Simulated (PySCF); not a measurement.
H4OSSi.
Bonds: O1–Si2, Si2–S3. Hydrogens: H4 on O1; H5, H6 on Si2; H7 on S3.

The same species was optimised twice, with GFN2-xTB and with PBE0-D3(BJ)/def2-SVP (PySCF), and the same property calculations (PySCF, gas phase) were run on both structures.

| coordinate | GFN2-xTB | PBE0-D3(BJ)/def2-SVP | change |
| --- | --- | --- | --- |
| O1–Si2 (Å) | 1.619 | 1.662 | +0.043 |
| Si2–H5 (Å) | 1.451 | 1.492 | +0.041 |
| Si2–H6 (Å) | 1.448 | 1.485 | +0.037 |
| S3–H7 (Å) | 1.325 | 1.352 | +0.027 |
| Si2–S3 (Å) | 2.157 | 2.144 | -0.013 |
| O1–H4 (Å) | 0.954 | 0.963 | +0.009 |
| Si2–O1–H4 (°) | 123.6 | 116.2 | -7.4 |
| H5–Si2–H6 (°) | 117.9 | 111.9 | -6.0 |
| O1–Si2–S3 (°) | 110.8 | 113.5 | +2.7 |
| O1–Si2–H6 (°) | 102.2 | 104.7 | +2.5 |
| S3–Si2–H6 (°) | 109.9 | 111.4 | +1.5 |
| Si2–S3–H7 (°) | 96.2 | 94.9 | -1.3 |
| O1–Si2–H5 (°) | 113.5 | 112.7 | -0.8 |
| S3–Si2–H5 (°) | 102.7 | 102.9 | +0.2 |

Rotational constants: A = 18302, B = 3904, C = 3417 MHz (GFN2-xTB) against A = 18421, B = 3781, C = 3346 MHz (PBE0-D3(BJ)/def2-SVP).

On the GFN2-xTB structure: isotropic polarisability (au) 52.9 [B3LYP/def2-SVPD]; HOMO (eV) -7.30 [B3LYP/def2-SVPD]; LUMO (eV) -0.28 [B3LYP/def2-SVPD]; dipole (D) 1.01 [B3LYP/def2-SVPD]; HOMO (eV) -7.52 [PBE0/pcSseg-1]; LUMO (eV) 0.56 [PBE0/pcSseg-1]; dipole (D) 1.23 [PBE0/pcSseg-1]; GIAO shielding of O1 (ppm) 289.4 [PBE0/pcSseg-1]; GIAO shielding of Si2 (ppm) 367.0 [PBE0/pcSseg-1]; GIAO shielding of S3 (ppm) 687.1 [PBE0/pcSseg-1]; O1s of O1 (eV) 538.93 [delta-SCF UKS SCAN, pcX-2 on the ionised atom, pcseg-1 elsewhere, spin-free X2C]; Si1s of Si2 (eV) 1847.76 [delta-SCF UKS SCAN, pcX-2 on the ionised atom, pcseg-1 elsewhere, spin-free X2C]; Si2p of Si2 (eV) 108.03 [delta-SCF UKS SCAN, pcX-2 on the ionised atom, pcseg-1 elsewhere, spin-free X2C]; S1s of S3 (eV) 2477.09 [delta-SCF UKS SCAN, pcX-2 on the ionised atom, pcseg-1 elsewhere, spin-free X2C]; S2p of S3 (eV) 169.73 [delta-SCF UKS SCAN, pcX-2 on the ionised atom, pcseg-1 elsewhere, spin-free X2C].

Question: What do these properties become on the PBE0-D3(BJ)/def2-SVP structure?

Answer: 
| property | level | on GFN2-xTB | on PBE0-D3(BJ)/def2-SVP | change |
| --- | --- | --- | --- | --- |
| isotropic polarisability (au) | B3LYP/def2-SVPD | 52.9 | 54.0 | +1.1 |
| HOMO (eV) | B3LYP/def2-SVPD | -7.30 | -7.49 | -0.19 |
| LUMO (eV) | B3LYP/def2-SVPD | -0.28 | -0.40 | -0.12 |
| dipole (D) | B3LYP/def2-SVPD | 1.01 | 0.61 | -0.40 |
| energy, GFN2-xTB geometry as zero (kcal/mol) | B3LYP/def2-SVPD | 0.0 | -2.6 | -2.6 |
| HOMO (eV) | PBE0/pcSseg-1 | -7.52 | -7.72 | -0.20 |
| LUMO (eV) | PBE0/pcSseg-1 | 0.56 | 0.39 | -0.17 |
| dipole (D) | PBE0/pcSseg-1 | 1.23 | 0.74 | -0.49 |
| energy, GFN2-xTB geometry as zero (kcal/mol) | PBE0/pcSseg-1 | 0.0 | -2.1 | -2.1 |
| GIAO shielding of O1 (ppm) | PBE0/pcSseg-1 | 289.4 | 281.2 | -8.2 |
| GIAO shielding of Si2 (ppm) | PBE0/pcSseg-1 | 367.0 | 363.7 | -3.3 |
| GIAO shielding of S3 (ppm) | PBE0/pcSseg-1 | 687.1 | 671.3 | -15.8 |
| O1s of O1 (eV) | delta-SCF UKS SCAN, pcX-2 on the ionised atom, pcseg-1 elsewhere, spin-free X2C | 538.93 | 538.85 | -0.08 |
| Si1s of Si2 (eV) | delta-SCF UKS SCAN, pcX-2 on the ionised atom, pcseg-1 elsewhere, spin-free X2C | 1847.76 | 1847.89 | +0.13 |
| Si2p of Si2 (eV) | delta-SCF UKS SCAN, pcX-2 on the ionised atom, pcseg-1 elsewhere, spin-free X2C | 108.03 | 108.12 | +0.09 |
| S1s of S3 (eV) | delta-SCF UKS SCAN, pcX-2 on the ionised atom, pcseg-1 elsewhere, spin-free X2C | 2477.09 | 2477.32 | +0.23 |
| S2p of S3 (eV) | delta-SCF UKS SCAN, pcX-2 on the ionised atom, pcseg-1 elsewhere, spin-free X2C | 169.73 | 169.93 | +0.20 |

The heavy atoms differ by 0.035 Å rms after alignment. Among all bonds O1–Si2 changes most (+0.043 Å). Changes are differences of the printed values. Neither structure is proved a minimum here.

Shape of the structure used: `[OH:1][SiH2:2][SH:3]`: H–O1–Si2–S3 55°, H–S3–Si2–O1 66°.
